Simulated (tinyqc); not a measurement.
Extended Hueckel theory, for LiF, step by step. Computed by tinyqc, a small Python program that keeps every step (integrals from PySCF). Settings: charge = 0, K = 2.0, multiplicity = 1. Command: `OMP_NUM_THREADS=1 python tinyqc.py 28693 28694 out.jsonl` (the two numbers bound the seeds that draw the settings). One thread of a shared host (Intel(R) Xeon(R) Processor @ 2.60GHz), about 0.01 s of CPU time with the checks.

## Overlaps

Geometry (angstrom):
```
atom         x         y         z
Li    0.000000  0.000000  0.000000
F     0.000000  0.000000  1.636000
```

Parameters chosen for this run:
```
element  shell  Slater exponent   H_ii (eV)
F           2s         2.425000  -40.000000
F           2p         2.425000  -18.100000
Li          2s         0.650000   -5.400000
Li          2p         0.650000   -3.500000
```

Slater orbitals, each expanded in six Gaussians scaled to its exponent.

overlap S:
```
            1Li 2s   1Li 2px   1Li 2py    1Li 2pz     2F 2s    2F 2px    2F 2py     2F 2pz
1Li 2s    1.000000  0.000000  0.000000   0.000000  0.265955  0.000000  0.000000  -0.070593
1Li 2px   0.000000  1.000000  0.000000   0.000000  0.000000  0.127733  0.000000   0.000000
1Li 2py   0.000000  0.000000  1.000000   0.000000  0.000000  0.000000  0.127733   0.000000
1Li 2pz   0.000000  0.000000  0.000000   1.000000  0.403815  0.000000  0.000000  -0.080890
2F 2s     0.265955  0.000000  0.000000   0.403815  1.000000  0.000000  0.000000   0.000000
2F 2px    0.000000  0.127733  0.000000   0.000000  0.000000  1.000000  0.000000   0.000000
2F 2py    0.000000  0.000000  0.127733   0.000000  0.000000  0.000000  1.000000   0.000000
2F 2pz   -0.070593  0.000000  0.000000  -0.080890  0.000000  0.000000  0.000000   1.000000
```

## Wolfsberg-Helmholz matrix

diagonal H_ii (eV): 1Li 2s -5.400000, 1Li 2px -3.500000, 1Li 2py -3.500000, 1Li 2pz -3.500000, 2F 2s -40.000000, 2F 2px -18.100000, 2F 2py -18.100000, 2F 2pz -18.100000

K = 2.000000

H_ij = K' S_ij (H_ii + H_jj)/2 for i != j (the diagonal keeps H_ii), with K' = 2.

H (eV):
```
             1Li 2s    1Li 2px    1Li 2py     1Li 2pz       2F 2s      2F 2px      2F 2py      2F 2pz
1Li 2s    -5.400000   0.000000   0.000000    0.000000  -12.074337    0.000000    0.000000    1.658928
1Li 2px    0.000000  -3.500000   0.000000    0.000000    0.000000   -2.759042    0.000000    0.000000
1Li 2py    0.000000   0.000000  -3.500000    0.000000    0.000000    0.000000   -2.759042    0.000000
1Li 2pz    0.000000   0.000000   0.000000   -3.500000  -17.565974    0.000000    0.000000    1.747227
2F 2s    -12.074337   0.000000   0.000000  -17.565974  -40.000000    0.000000    0.000000    0.000000
2F 2px     0.000000  -2.759042   0.000000    0.000000    0.000000  -18.100000    0.000000    0.000000
2F 2py     0.000000   0.000000  -2.759042    0.000000    0.000000    0.000000  -18.100000    0.000000
2F 2pz     1.658928   0.000000   0.000000    1.747227    0.000000    0.000000    0.000000  -18.100000
```

## Orbitals

valence electrons = 8

Solve H C = S C e through S^(-1/2); fill by pairs from the bottom, a degenerate level sharing its electrons equally; each orbital has its largest coefficient positive (the first on a tie).

orbital energies (eV): -40.108770  -18.113571  -18.113571  -18.111644  -4.842129  -3.128162  -3.128162  10.054160

occupations: 2.000000  2.000000  2.000000  2.000000  0.000000  0.000000  0.000000  0.000000

coefficients:
```
              MO1        MO2       MO3        MO4        MO5        MO6        MO7        MO8
1Li 2s   0.039627   0.000000  0.000000  -0.022728   0.863292   0.000000   0.000000   0.594051
1Li 2px  0.000000  -0.011064  0.028253   0.000000   0.000000   0.838759   0.558704   0.000000
1Li 2py  0.000000   0.028253  0.011064   0.000000   0.000000  -0.558704   0.838759   0.000000
1Li 2pz  0.036606   0.000000  0.000000  -0.010516  -0.505333   0.000000   0.000000   0.983796
2F 2s    0.973559   0.000000  0.000000   0.012461  -0.040485   0.000000   0.000000  -0.600086
2F 2px   0.000000  -0.363072  0.927114   0.000000   0.000000  -0.132183  -0.088048   0.000000
2F 2py   0.000000   0.927114  0.363072   0.000000   0.000000   0.088048  -0.132183   0.000000
2F 2pz   0.004601   0.000000  0.000000   0.997285   0.034097   0.000000   0.000000   0.139451
```

sum of one-electron energies = -188.895113 eV

Within a degenerate level the vectors are fixed only up to a rotation; this is one choice.

## Mulliken analysis

P = C n C^T; charge = valence electrons (F 7, Li 1) minus the sum of (P S)_ii on the atom; overlap population = 2 sum P_ij S_ij between two atoms.

charges: 1Li 0.919916, 2F -0.919916

Overlap populations:
```
pair     value
2-1   0.138653
```
